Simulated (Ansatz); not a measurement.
in.yaml

```yaml
crystal:
  periodic: [false, false, false]
  atoms:
    - {symbol: Cl, position_ang: [-0.858059, 0.000000, 0.000000]}
    - {symbol: H, position_ang: [0.606941, 0.000000, 0.000000]}
    - {symbol: B, position_ang: [2.243941, 0.000000, 0.000000]}
    - {symbol: H, position_ang: [2.753014, 0.000000, 1.077008]}
    - {symbol: H, position_ang: [2.753014, 0.000000, -1.077008]}
basis:
  gaussian: {orbitals: cc-pVDZ}
magnetization: {spin_polarized: false, initial_magnetization: 1}
correlation: {method: ccsd_t, electrons: outside_noble_gas}
output: {forces: true}
```

```sh
$ ansatz run in.yaml --threads 1 --pin off --events-out ev --progress --plain --max-ram 2393MiB
```

Question: Roughly how long does this take on 1 thread of Intel Xeon Platinum 8375C, shared host, and how much host memory?

Answer: 7 s wall and 0.18 GiB.

```
456 factors; integrals over basis functions are off by at most 1.5e-3 eV
mean field evaluation 1: about -13218.7867 eV, gradient 1.4e1 eV
mean field evaluation 2: about -13218.8077 eV, gradient 1.4e1 eV
mean field evaluation 4: about -13219.9867 eV, gradient 1.7e0 eV
mean field evaluation 8: about -13220.0163 eV, gradient 1.6e-1 eV
mean field evaluation 16: about -13219.7774 eV, gradient 6.6e0 eV
mean field evaluation 32: about -13216.8447 eV, gradient 6.6e-2 eV
mean field evaluation 64: about -13217.9362 eV, gradient 3.2e-1 eV
mean field -13220.01698390 eV, -485.8266633089 hartree, gradient 5.6e-6 eV, S^2 0.750000; 3 other end points of the search recorded, 0 dependent functions left out
determinant -13220.01698390 eV, -485.8266633089 hartree, with singles and doubles -13227.17842663 eV, -486.0898414750 hartree
determinant -13217.93945137 eV, -485.7503153967 hartree, with singles and doubles -13225.33198655 eV, -486.0219860536 hartree
determinant -13216.84480551 eV, -485.7100879032 hartree, with singles and doubles -13224.03000097 eV, -485.9741389660 hartree
determinant -13216.82685106 eV, -485.7094280893 hartree, with singles and doubles -13224.01201712 eV, -485.9734780720 hartree
6 core orbitals not correlated: weight in the atoms' cores, before any rotation towards them, 1.000 or more for the frozen orbitals, at most 0.000 for the correlated occupied ones
reference -13220.01698390 eV, -485.8266633089 hartree; 7, 6 occupied and 34, 35 virtual orbitals, 456 factors
second order -6.12745186 eV of doubles, -0.07253505 eV of singles
cycle   1  -7.16147223 eV  change   -3.0e-5 eV  update   7.0e-4
cycle   2  -7.16150575 eV  change   -3.4e-5 eV  update   4.2e-4
cycle   3  -7.16149272 eV  change    1.3e-5 eV  update   2.7e-4
cycle   4  -7.16150853 eV  change   -1.6e-5 eV  update   7.0e-5
cycle   5  -7.16159104 eV  change   -8.3e-5 eV  update   2.9e-5
cycle   6  -7.16162116 eV  change   -3.0e-5 eV  update   7.3e-6
cycle   7  -7.16162983 eV  change   -8.7e-6 eV  update   3.2e-6
cycle   8  -7.16162682 eV  change    3.0e-6 eV  update   9.9e-7
perturbative correction -0.13407986 eV, -0.0049273440 hartree
the calculation of the forces begins
Total energy: -13227.31269058 eV, -486.0947755842 hartree
Atom 0 at    -0.858059     0.000000     0.000000 Å, force     0.709743     0.000000     0.000000 eV/Å
Atom 1 at     0.606941     0.000000     0.000000 Å, force    -0.301819    -0.000000    -0.000000 eV/Å
Atom 2 at     2.243941     0.000000     0.000000 Å, force    -0.527263    -0.000000    -0.000000 eV/Å
Atom 3 at     2.753014     0.000000     1.077008 Å, force     0.059670     0.000000     0.295014 eV/Å
Atom 4 at     2.753014     0.000000    -1.077008 Å, force     0.059670    -0.000000    -0.295014 eV/Å
Dipole moment:     0.626852     0.000000     0.000000 e Å
```

Forces (eV/Å):
```
Cl   0.710  0.000  0.000
H   -0.302  0.000  0.000
B   -0.527  0.000  0.000
H    0.060  0.000  0.295
H    0.060  0.000 -0.295
```

For the same geometry and basis UCCSDT(Q) lies 31.3 meV lower.
